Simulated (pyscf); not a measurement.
Thermochemistry of product channels of `[SiH3][SH]` + `[ClH]` on the singlet surface, in kcal/mol, from ωB97M-D3(BJ)/def2-TZVP energies (ideal gas, 1 atm, RRHO with modes under 100 cm⁻¹ raised to 100, one conformer, R ln 2 for rigid chiral ones). Optimised with ωB97X-D3(BJ)/def2-SVP in PySCF.

```tsv
products	ΔE	ΔH(298 K)	ΔG(600 K)	ΔG(1200 K)
`[SH2]` + `[SiH3][Cl]`	-9.6	-9.5	-9.0	-7.6
`[SH][SiH2][Cl]` + `[H][H]`	-19.1	-20.2	-17.9	-16.6
```

These are energies of the channels, which say nothing of barriers.
